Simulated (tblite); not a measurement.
Question: Write Cartesian coordinates for InChI=1S/C2H2O3/c3-1-5-2-4/h1-2H/q-1 as optimised with GFN2-xTB. (Charge -1 and doublet state.)

Answer: 
```
atom  x, y, z in Å
O1     1.2852   -0.2983    1.2338
C2     1.1669   -0.1932   -0.0061
O3     0.0339    0.0432   -0.7060
C4    -1.1598    0.1999   -0.0984
O5    -2.2089    0.4168   -0.7361
H6     2.0066   -0.2822   -0.7115
H7    -1.1205    0.1188    0.9972
```

Any rigid rotation of these coordinates is as good. Atoms count from 1 in this order. Of the pairs four or more bonds apart, O1···H7 is among the closest relative to their van der Waals radii: 2.45 Å, 90 % of the sum of Bondi's values. C2 (carbon bonded to 2 O and H) is planar (angles 127.4°, 123.8° and 108.8°, sum 360.0°, 0.00 Å off the plane of its three neighbours). O3 (oxygen bonded to 2 C) is bent (angle 121.9°). The 5 heavy atoms lie in one plane (0.000 Å rms).

Bonds between heavy atoms (Å): O1=C2 1.250, C2–O3 1.352, O3–C4 1.349, C4–O5 1.247.

Structure optimised with GFN2-xTB, isolated species. This method treats the open shell by occupation alone, without spin polarisation.

Point group: Cs (every atom within 0.08 Å of its image). Its GFN2-xTB frequencies are all real (lowest 165 cm⁻¹). Whether the extra electron is bound in the gas phase wasn't checked; a finite basis holds it in any case. Torsions: O1–C2–O3–C4 0°, C2–O3–C4–O5 180°. 2 starts were optimised and ended at 0.00 and 5.71 kcal/mol (GFN2-xTB); the lowest of these is shown.

One conformer stands for the species.

All values are computed, not measured.
